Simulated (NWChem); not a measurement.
# Extrapolating the CCSD correlation energy of hydrogen peroxide (H$_{2}$O$_{2}$)

SMILES: OO
```xyz
4

O     -0.2942     0.6453    -0.0547
O      0.2942    -0.6453    -0.0547
H      0.3673     1.1503     0.4376
H     -0.3673    -1.1503     0.4376
```
Charge 0, spin multiplicity 1.

The numbers come from NWChem runs, not from measurements. All single points use one geometry, from PBE0/def2-SVP, a minimum by its harmonic frequencies. It is one conformer; others weren't searched.

The correlated methods keep 2 core orbitals frozen. Coupled-cluster values serve here as a point of comparison, not as the truth.

Worked example. The CCSD correlation energy is -398.45 mHa in cc-pVDZ and -502.18 mHa in cc-pVTZ. The form E(X) = E∞ + A/X³ turns the pair into an estimate of the basis-set limit.

E∞ = (3³·(-502.18) − 2³·(-398.45))/(3³ − 2³) = -545.9 mHa. The larger basis holds 92 % of that. This is a two-point estimate, and a rough one from so small a pair.
